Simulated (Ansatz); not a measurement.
**Other spins and charges of CH₃⁺, triplet at one geometry**

Geometry (PBE0/def2-TZVP stationary point for this spin, not checked as a minimum):

```yaml
atoms:
  - { symbol: C, position_ang: [0.0000, 0.0000, 0.0548] }
  - { symbol: H, position_ang: [0.0000, 0.6835, -0.8953] }
  - { symbol: H, position_ang: [0.0000, 0.0000, 1.1377] }
  - { symbol: H, position_ang: [0.0000, -0.6835, -0.8953] }
```

Basis cc-pVDZ; Ansatz 0.2.0. Correlated methods freeze the noble-gas cores. R marks a restricted (for open shells ROHF) determinant, U an unrestricted one. Active spaces: valence = (6e, 7o) chosen from the atoms' valence shells.

Gaps are energies of the second state less the first, at fixed atoms, for a selection of the levels run; each method lands on the state that its own search finds for that charge and spin.

For open shells CISD and CISDTQ are restricted-active-space CI with the open shells as a complete middle space.

**Question.** PBE gives 12.356 eV for quintet less triplet. Estimate what full CI gives in cc-pVDZ.

**Answer.** Full CI in cc-pVDZ gives 12.401 eV, so against it PBE is off by -0.045 eV, of which a good part can be the reference's own basis and frozen-core error.

```tsv
level	gap (eV)	error (meV)
RHF	12.062	-339
UCCSD	12.466	65
RCCSD(T)	12.420	19
BCCD(T)	12.415	14
CISDTQ	12.400	-1
RCCSDT(Q)	12.401	0
wB97M-V	12.725	324
B2PLYP	12.675	274
RPA-PBE	12.398	-3
```

Singlet less triplet: -2.103 eV at full CI (triplet A2, singlet A1, in C2v).

```
                 level  gap (eV)  error (meV)
                  CISD    -2.058           45
                 RCCSD    -2.102            1
              RCCSD(T)    -2.104           -1
              UCCSD(T)    -2.102            1
               BCCD(T)    -2.104           -1
                UCCSDT    -2.101            2
CASSCF (valence space)    -2.374         -271
NEVPT2 (valence space)    -2.031           72
                  PBE0    -1.797          306
               wB97M-V    -2.056           47
```

In so small a basis the reference is far from its limit while semilocal and hybrid functionals are nearer theirs (RPA and double hybrids share part of the reference's basis error), so the functionals' errors here hold much of the reference's basis and frozen-core error, which can add to them or hide them.

Full CI is exact within this basis and frozen core; it isn't the basis-set limit. The frozen core follows each run's orbitals, which can shift R against U totals by a few meV.
